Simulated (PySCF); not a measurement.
# BHO2 (oxoborinic acid): r2SCAN/3-21G

Aim: the vertical ionisation energy of BHO2 (oxoborinic acid) at r2SCAN/3-21G, from 2 runs. Input form: a Python script.

The calculation is run with PySCF 2.14.0.

## Step 1: The molecule

BHO2 has 4 atoms, charge 0, and is taken as a singlet. SMILES: `O=BO`. The shape is that of a PBE0-D4/def2-TZVP optimisation.

Bond lengths: O1–B2 1.210 Å, B2–O3 1.322 Å, O3–H4 0.960 Å. Angles: O1–B2–O3 177.5°, B2–O3–H4 117.0°.

## Step 2: A single-point energy at r2SCAN/3-21G

File start.xyz:

```xyz
4
BHO2
O     -1.555100     0.523500     0.428500
B     -0.423900     0.132000     0.248600
O      0.816700    -0.302000     0.108600
H      1.162300    -0.353500    -0.785700
```

File run.py:

```python
from pyscf import gto, dft

mol = gto.M(
    atom='start.xyz',
    basis='3-21g',
    verbose=3,
    charge=0,
    max_memory=1860,
)

myscf = dft.RKS(mol)
myscf.xc = 'r2scan'
myscf.grids.level = 4
myscf.conv_tol = 1e-10
myscf.kernel()
if not myscf.converged:
    myscf = myscf.newton().run(myscf.mo_coeff, myscf.mo_occ)

etot = myscf.e_tot
print(f'total energy: {etot:.8f} hartree')
```

On the command line:

```sh
$ OMP_NUM_THREADS=1 python run.py
```

Output:

```text
converged SCF energy = -174.909952871016
total energy: -174.90995287 hartree
```

Run time: 3.6 s. Hardware: 1 thread of Arm Neoverse V1, shared host; peak memory 0.21 GiB.

## Step 3: The doublet cation at the same level

File mol.xyz:

```xyz
4

O     -1.555100     0.523500     0.428500
B     -0.423900     0.132000     0.248600
O      0.816700    -0.302000     0.108600
H      1.162300    -0.353500    -0.785700
```

File job.py:

```python
from pyscf import gto, dft

mol = gto.M(
    atom='mol.xyz',
    basis='3-21g',
    max_memory=1860,
    charge=1,
    spin=1,
    verbose=3,
)

mf = dft.UKS(mol)
mf.xc = 'r2scan'
mf.grids.level = 4
mf.conv_tol = 1e-10
mf.kernel()
if not mf.converged:
    mf = mf.newton().run(mf.mo_coeff, mf.mo_occ)

e_tot = mf.e_tot
print('Final energy', e_tot)
```

On the command line:

```sh
$ OMP_NUM_THREADS=1 python job.py
```

Output:

```text
WARN: HOMO -0.426308125940559 >= LUMO -0.426308125940561

converged SCF energy = -174.472997469619  <S^2> = 0.76413891  2S+1 = 2.0140893
Final energy -174.47299746961934
```

It took 6.9 s on 1 thread of Arm Neoverse V1, shared host; peak memory 0.23 GiB.

## Step 4: What came out

Level: r2SCAN/3-21G.

| quantity | value |
| --- | --- |
| singlet BHO2: total energy | -174.90995 Eh |
| singlet BHO2: dipole moment | 3.72 D |
| singlet BHO2: HOMO energy | -7.55 eV |
| singlet BHO2: LUMO energy | 0.61 eV |
| singlet BHO2: HOMO–LUMO gap | 8.15 eV |
| doublet cation: total energy | -174.47300 Eh |
| doublet cation: HOMO energy (highest over α and β) | -17.62 eV |
| doublet cation: LUMO energy (lowest over α and β) | -16.09 eV |
| doublet cation: ⟨S²⟩ | 0.764 |
| vertical ionisation energy (to the doublet cation) | 11.890 eV |

Removing an electron at fixed nuclei costs 11.89 eV (274 kcal/mol). −ε(HOMO) before ionisation, 7.55 eV, is 4.34 eV below this ionisation energy. Mulliken charges (singlet BHO2) run from -0.59 on O3 to +0.56 on B2; they depend strongly on the basis.
